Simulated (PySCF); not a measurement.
Which determinant of AlP⁺ lies lowest?

Unrestricted PBE0; PySCF, no relativity, basis sets Al pcseg-1, P pcseg-1. Outer shells of the fragments: Al+ 3s2; P 3s2 3p3.

Followed along the bond (rough minima from three points):

| 2Ms+1 | unpaired | ⟨S²⟩ at the start | R at minimum (Å) | Te (eV) |
| --- | --- | --- | --- | --- |
| 4 | σ ↑, π ↑↑ | 3.76 | 2.51 | 0.00 |
| 2 | σ ↓, π ↑↑ | 1.77 | 2.41 | 0.32 |
| 2 | σ ↑, π ↑↓ | 1.77 | 2.43 | 0.51 |
| 2 | σ ↑ | 0.76 | 2.40 | 1.59 |
| 2 | π ↑ | 0.81 | none in the scan | ≤ 1.28 |

Solutions found at the starting distance of 2.360 Å, counted from the lowest of them; the search is not exhaustive and high or unbound solutions are not listed, so other states can lie among these:

```tsv
2Ms+1	unpaired	term	E (eV)	⟨S²⟩	⟨Lz²⟩	μ (D)
4	σ ↑, π ↑↑	⁴Σ⁻	0.00	3.76	0.00	-3.28
2	σ ↓, π ↑↑	mixed	0.30	1.77	0.00	-3.53
2	σ ↑, π ↑↓	mixed	0.50	1.77	2.01	-3.36
2	π ↑	²Π	1.39	0.81	1.01	-5.19
2	σ ↑	mixed	1.56	0.76	2.00	-3.18
2	π ↑	²Π	2.23	0.75	1.00	0.59
```

A term symbol is given only where ⟨S²⟩ and ⟨Lz²⟩ are close to those of a pure state; real π, δ and φ orbitals otherwise mix terms. A positive dipole points towards P; it is taken about the centre of mass and depends on that origin.

Counting both spins, an empty level lies below a filled one in some of these solutions, because spin and occupation are held.
